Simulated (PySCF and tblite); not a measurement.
The numbers below are computed, except where a source is named.
C6H10, numbered as in [CH2:1]1[CH2:2][C@H:3]2[CH2:4][C@H:5]2[CH2:6]1.

Conformers came from 90 starts (ETKDG and KDG, MMFF94s, GFN2-xTB); geometries are PBE0-D3(BJ)/def2-SVP. Weights use PBE0-D3(BJ)/def2-TZVP (IEF-PCM, chloroform) energies plus GFN2-xTB zero-point and thermal terms (modes under about 100 cm⁻¹ blended into free rotors). Symmetry numbers and mirror images are counted. Conformers within 3 kcal/mol (GFN2-xTB free energy) were kept, 8 at most. Couplings: B3LYP/pcSseg-1 with pcJ-1 on H (gas phase; spin-dipole term only for pairs with B, N, F, Si or P). Couplings are for ¹H. Of two unlike H on one atom, a is the less shielded (WP04/pcSseg-1 (IEF-PCM, chloroform)). (PySCF 2.14, tblite 0.8.)

The 5-ring runs over atoms 1–2–3–5–6.

```csv
conformer,shape,weight %
1,"5-ring envelope (ring torsions 19, 0, -19, 30, -30°)",99.7
2,"5-ring envelope (ring torsions -18, 0, 18, -29, 28°)",0.3
```

**Question.** Give the couplings in each conformer and the averages at 298.15 K (pairs that fast motion interchanges averaged).

**Answer.** 
```
   coupling  pairs      1      2  average (Hz)
²J(H1a,H1b)      1  -14.9  -13.7         -14.9
³J(H1a,H2a)      2    9.0   10.6           9.0
³J(H1a,H2b)      2    0.3   13.1           0.4
⁵J(H1a,H4a)      1   -0.6   -0.3          -0.6
³J(H1b,H2a)      2   12.8    0.4          12.8
³J(H1b,H2b)      2    8.7    7.6           8.7
 ⁴J(H1b,H3)      2   -0.7   -0.6          -0.7
²J(H2a,H2b)      2  -13.6  -14.8         -13.6
 ³J(H2a,H3)      2    5.2    7.9           5.2
⁴J(H2a,H4b)      2   -1.0    0.0          -1.0
 ⁴J(H2a,H5)      2   -0.5   -0.5          -0.5
⁴J(H2a,H6b)      2   -0.7   -0.9          -0.8
 ³J(H2b,H3)      2    0.3    2.6           0.3
 ³J(H3,H4a)      2    9.1    9.4           9.1
 ³J(H3,H4b)      2    3.9    4.0           3.9
  ³J(H3,H5)      1    6.9    8.2           6.9
²J(H4a,H4b)      1   -6.1   -5.2          -6.1
```

Only couplings over up to 5 bonds are listed; longer-range ones, if any, are left out.
